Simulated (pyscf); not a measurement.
Single points on ωB97X-D3(BJ)/def2-SVP structures (PySCF, gas phase). Correlated levels are frozen-core, on RHF or UHF. ΔMP2 is the change of the MP2 total energy from the triple- to the quadruple-zeta basis.

H₂B–F + methane (CH₄) → H₂B–CH₃ + hydrogen fluoride (HF)
Surface: singlet. Broken: B–F, C–H. Formed: B–C, F–H. Give ΔE‡ and ΔE from CCSD(T)/def2-TZVPP + ΔMP2(QZVPP), relative to the separated reactants.

ΔE‡ = 51.6 kcal/mol, ΔE = +34.4 kcal/mol. Zero-point energy shifts the barrier by +0.1 kcal/mol. It is a four-centre exchange, with an imaginary mode of 1191i cm⁻¹. The same reactants have a lower exit, to H₃C–BH–F + H₂ (barrier +34.7 kcal/mol at ωB97M-D3(BJ), against +49.8 kcal/mol here). One saddle was located; it need not be the lowest between these sides. The CCSD(T) − MP2 part came from Ansatz, without density fitting, on the same reference.
